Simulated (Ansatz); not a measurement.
Born–Oppenheimer molecular dynamics of C2H4N2O (9 atoms, charge 0, multiplicity 1). It starts from a relaxed structure.

Level of theory: Ansatz 0.2.0, RKS PBE/6-31G.

```yaml
ensemble: NVE (velocity Verlet)
time_step: 0.5 fs
steps_asked: 150
starting_velocities_drawn_for: 500 K
masses: H 2.014 u
seed: 216228
```

First frame:

```xyz
9
Properties=species:S:1:pos:R:3
C 0.205 1.301 -1.002
N 0.231 0.006 -0.920
C -0.046 -0.630 0.323
N -0.056 -1.907 0.504
O -0.318 0.222 1.388
H -0.023 1.967 -0.156
H 0.424 1.756 -1.974
H 0.163 -2.421 -0.365
H -0.492 -0.340 2.185
```

(1) How far do the bonds stretch over the last three quarters of this one trajectory? (Pairs bonded in most of those frames.)

Results:

(1) 
```
 bond  mean (Å)  spread (Å)  shortest  longest
C1–N2     1.301       0.014      1.27     1.33
C1–H6     1.107       0.025      1.06     1.15
C1–H7     1.101       0.020      1.07     1.14
N2–C3     1.429       0.029      1.40     1.50
C3–N4     1.294       0.012      1.27     1.32
C3–O5     1.390       0.039      1.32     1.47
N4–H8     1.036       0.010      1.02     1.05
O5–H9     0.992       0.011      0.97     1.01
```

Mean temperature of the second half: 251 K. The conserved energy stayed within 0.11 meV per atom of its start (net change 0.074 meV per atom), so the integration is sound. The temperature averaged 0.50 of the 500 K drawn at the start: a run that starts near a minimum puts about half its kinetic energy into the potential. A run of 0.075 ps of so small a system gives no equilibrium averages. Limits of this set-up: no polarisation functions.

Run time: 3.3 min on 1 thread of Intel(R) Xeon(R) Platinum 8488C (Sapphire Rapids) (shared host), peak memory 0.11 GiB.
